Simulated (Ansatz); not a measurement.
C2HFO2, SMILES `O=C=C(O)F`, 6 atoms. Total charge 0; spin multiplicity 1. All runs use 2 threads of an Arm Neoverse V1 on a shared host. Correlated methods freeze the cores.

Q: Give the basis size and wall time and peak host memory of each of these runs in Ansatz. RKS PBE-QIDH (frozen core)/def2-TZVPP energy; RKS PBE0-D4/def2-QZVPP energy; direct RPA on PBE orbitals/def2-TZVPP energy; RKS ωB97X-V/def2-TZVPP energy; RHF-CCSD(T)/def2-TZVPP energy; RKS ωB97M-V/def2-QZVPP energy; RKS PBE0-D4/def2-TZVP frequencies; RKS r2SCAN-D4/def2-TZVPP energy and forces; RHF-MP2/def2-QZVPP energy; RKS B97M-V/def2-TZVPP energy; RKS PBE0-D4/def2-SVP energy; RKS PBE0-D4/def2-TZVP relaxation (10 steps). (Estimate.)

A: Computed: Other jobs shared the machine, so times are rough.

| level | job | functions | wall time | peak host memory (GiB) |
| --- | --- | --- | --- | --- |
| RKS PBE0-D4/def2-SVP | energy | 75 | 0.85 s | 0.36 |
| direct RPA on PBE orbitals/def2-TZVPP | energy | 169 | 4 s | 0.36 |
| RKS r2SCAN-D4/def2-TZVPP | energy and forces | 169 | 4.1 s | 0.17 |
| RKS PBE-QIDH (frozen core)/def2-TZVPP | energy | 169 | 4.4 s | 0.36 |
| RKS PBE0-D4/def2-QZVPP | energy | 315 | 6 s | 0.75 |
| RKS ωB97X-V/def2-TZVPP | energy | 169 | 6.5 s | 0.37 |
| RKS B97M-V/def2-TZVPP | energy | 169 | 8 s | 0.21 |
| RHF-MP2/def2-QZVPP | energy | 315 | 14 s | 1.1 |
| RKS ωB97M-V/def2-QZVPP | energy | 315 | 15 s | 0.91 |
| RKS PBE0-D4/def2-TZVP | relaxation (10 steps) | 161 | 32 s | 0.29 |
| RHF-CCSD(T)/def2-TZVPP | energy | 169 | 65 s | 1.6 |
| RKS PBE0-D4/def2-TZVP | frequencies | 161 | 73 s | 0.36 |
